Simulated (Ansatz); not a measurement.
Molecular dynamics of F₂H₂Si

Input file:

```yaml
crystal:
  periodic: [false, false, false]
  atoms:
    - { symbol: Si, position_ang: [0.19874, -0.053716, -0.393829] }
    - { symbol: F, position_ang: [0.920798, 0.020237, 1.423702] }
    - { symbol: H, position_ang: [1.611862, 0.049641, 0.491557] }
    - { symbol: F, position_ang: [-0.75457, 1.267166, -0.432951] }
    - { symbol: H, position_ang: [-0.79493, -1.177326, -0.252079] }
basis:
  gaussian: { orbitals: def2-SVP }
hamiltonian:
  xc: b3lyp
  dispersion: d4
md:
  timestep: 0.5
  n_steps: 200
  ensemble: nve
  temperature: 100.0
  initial_velocities: maxwell_boltzmann
  seed: 10782
```

Command:

```bash
$ ansatz run input.yaml --threads 1 --pin off --max-ram 2048MiB --backend cpu --events-out ev --progress --plain --runs-dir out
```

It starts at the highest image of a converged band. Of that band: Neighbouring images differ by up to 1.8 eV, so the band resolves the path poorly. A vibrational analysis at the climbing image gives one clearly imaginary mode, 1215i cm⁻¹: a first-order saddle point.

Output, in part (step lines, the closing report, with atoms numbered from 0):

```
md step     0: t =     0.00 fs  T =   100.0 K  F+E_penalty+E_count = -13337.03312981 eV  E_kin = 0.038778 eV  conserved = -13336.99435181 eV  (23 SCF iters)
md step     1: t =     0.50 fs  T =    98.9 K  F+E_penalty+E_count = -13337.03270603 eV  E_kin = 0.038361 eV  conserved = -13336.99434483 eV  (25 SCF iters)
md step     2: t =     1.00 fs  T =    96.1 K  F+E_penalty+E_count = -13337.03158423 eV  E_kin = 0.037253 eV  conserved = -13336.99433119 eV  (25 SCF iters)
md step     3: t =     1.50 fs  T =    91.9 K  F+E_penalty+E_count = -13337.02996818 eV  E_kin = 0.035655 eV  conserved = -13336.99431283 eV  (25 SCF iters)
md step     4: t =     2.00 fs  T =    87.3 K  F+E_penalty+E_count = -13337.02813575 eV  E_kin = 0.033844 eV  conserved = -13336.99429194 eV  (24 SCF iters)
md step     5: t =     2.50 fs  T =    82.9 K  F+E_penalty+E_count = -13337.02641089 eV  E_kin = 0.032141 eV  conserved = -13336.99427002 eV  (25 SCF iters)
md step     6: t =     3.00 fs  T =    79.7 K  F+E_penalty+E_count = -13337.02513695 eV  E_kin = 0.030888 eV  conserved = -13336.99424858 eV  (25 SCF iters)
md step     7: t =     3.50 fs  T =    78.5 K  F+E_penalty+E_count = -13337.02465198 eV  E_kin = 0.030423 eV  conserved = -13336.99422876 eV  (25 SCF iters)
[... lines left out ...]
Total energy: -13338.84352078 eV, -490.1934579958 hartree
Atom 0 at     0.289594    -0.039514    -0.329647 Å, force    -1.954750    -1.859790     7.100274 eV/Å
Atom 1 at     0.724885    -0.000892     1.385236 Å, force    -0.196518     0.848882    -3.110385 eV/Å
Atom 2 at     1.217100     0.093018    -1.307006 Å, force     2.136186     0.649014    -2.126137 eV/Å
Atom 3 at    -0.721125     1.294746    -0.411329 Å, force     0.779408    -1.995594    -0.271563 eV/Å
Atom 4 at     0.130604    -1.737979     0.075705 Å, force    -0.764326     2.357488    -1.592189 eV/Å
Dipole moment:     0.073425    -0.159762    -0.527065 e Å
```

The steps, from the saved trajectory:

| time (fs) | T (K) | potential energy less start (eV) | conserved less start (meV/atom) |
| --- | --- | --- | --- |
| 0.0 | 100 | 0.000 | 0.00 |
| 3.0 | 80 | 0.008 | 0.02 |
| 6.0 | 128 | -0.011 | 0.04 |
| 9.0 | 411 | -0.120 | 0.09 |
| 12.0 | 1393 | -0.500 | 0.23 |
| 15.0 | 4008 | -1.515 | -0.01 |
| 18.0 | 6876 | -2.631 | -0.70 |
| 21.0 | 7173 | -2.745 | -0.47 |
| 24.0 | 5917 | -2.257 | -0.32 |
| 27.0 | 4185 | -1.585 | -0.20 |
| 30.0 | 3131 | -1.176 | -0.09 |
| 33.0 | 3018 | -1.135 | -0.75 |
| 36.0 | 4307 | -1.634 | -0.59 |
| 39.0 | 5934 | -2.266 | -0.79 |
| 42.0 | 4303 | -1.630 | -0.13 |
| 45.0 | 3421 | -1.288 | 0.07 |
| 48.0 | 4980 | -1.894 | -0.30 |
| 51.0 | 5969 | -2.284 | -1.62 |
| 54.0 | 3602 | -1.356 | 0.36 |
| 57.0 | 4573 | -1.737 | -0.49 |
| 60.0 | 4146 | -1.570 | -0.16 |
| 63.0 | 4122 | -1.560 | -0.10 |
| 66.0 | 4351 | -1.652 | -0.68 |
| 69.0 | 2321 | -0.861 | 0.12 |
| 72.0 | 2476 | -0.922 | -0.07 |
| 75.0 | 5226 | -1.989 | -0.36 |
| 78.0 | 7444 | -2.851 | -0.59 |
| 81.0 | 7597 | -2.911 | -0.77 |
| 84.0 | 4778 | -1.815 | -0.18 |
| 87.0 | 3001 | -1.126 | -0.25 |
| 90.0 | 2357 | -0.878 | -0.48 |
| 93.0 | 836 | -0.283 | 0.53 |
| 96.0 | 3128 | -1.177 | -0.60 |
| 99.0 | 4676 | -1.777 | -0.42 |

All steps were run. The conserved energy stayed within 1.7 meV per atom of its start (net change -0.055 meV per atom), so the integration is sound. The kinetic energy rose, since the run started high on the potential surface and went downhill. A run of 0.1 ps of so small a system gives no equilibrium averages. The orbitals stay closed-shell, which can raise the energy where a bond breaks towards radicals; this wasn't checked here.

Between its relaxed ends the band would form F2–H3 and break Si1–F2, Si1–H3. These pairs go: F2–H3 1.16 → 2.74 Å, Si1–F2 1.96 → 1.77 Å, Si1–H3 1.67 → 1.35 Å. In the last frame they stand as before the step (other bonds may differ from the relaxed reactants and products). These pairs come and go: their bonding changes 6 times, last at 64 of 100 fs, so the outcome isn't settled. It ends as one piece, F2H2Si. Pairs count as bonded within 1.25 times the sum of covalent radii (0.12 Å more for H–H).

Last frame:

```xyz
5
Properties=species:S:1:pos:R:3
Si 0.290 -0.040 -0.330
F 0.725 -0.001 1.385
H 1.217 0.093 -1.307
F -0.721 1.295 -0.411
H 0.131 -1.738 0.076
```

Time of the run: 3.2 min on 1 thread of Arm Neoverse V2, on a shared host, peak memory 0.099 GiB.
